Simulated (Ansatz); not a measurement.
`C/C=N/C(=O)O` at its PBE0-D4/def2-TZVP geometry, where that method's forces vanish. Charge 0, multiplicity 1.

| atom | x (Å) | y (Å) | z (Å) |
| --- | --- | --- | --- |
| C1 | -0.755 | 1.304 | -1.300 |
| C2 | 0.072 | 0.506 | -0.368 |
| N3 | -0.415 | -0.431 | 0.330 |
| C4 | 0.455 | -1.057 | 1.226 |
| O5 | 1.245 | -0.510 | 1.950 |
| O6 | 0.250 | -2.379 | 1.218 |
| H7 | -0.370 | 1.208 | -2.320 |
| H8 | -1.796 | 0.985 | -1.268 |
| H9 | -0.683 | 2.365 | -1.040 |
| H10 | 1.138 | 0.760 | -0.298 |
| H11 | 0.859 | -2.750 | 1.870 |

Task: For each bond, give half the difference of the two atoms' forces along it (eV/Å; positive pushes the atoms apart) under PBE-D4, r2SCAN-D4, B3LYP-D4, ωB97M-V in def2-TZVPP. (Estimate.)

Result: Computed: 
```
  bond  length (Å)  PBE-D4  r2SCAN-D4  B3LYP-D4  ωB97M-V
 C1–C2       1.480   -0.23      -0.05      0.11     0.27
 C1–H7       1.094    0.13      -0.01     -0.06    -0.11
 C1–H8       1.089    0.11      -0.04     -0.05    -0.08
 C1–H9       1.095    0.11      -0.01     -0.06    -0.11
 C2–N3       1.266    0.59       0.30      0.06    -0.07
C2–H10       1.097    0.04      -0.06     -0.11    -0.16
 N3–C4       1.397   -0.19      -0.08     -0.02     0.19
 C4–O5       1.203    0.88       0.29      0.18    -0.02
 C4–O6       1.338    0.35       0.26      0.22     0.14
O6–H11       0.966    0.37       0.01     -0.06    -0.11
```

B3LYP here is the variant with VWN-RPA as its local correlation; programs differ in this.
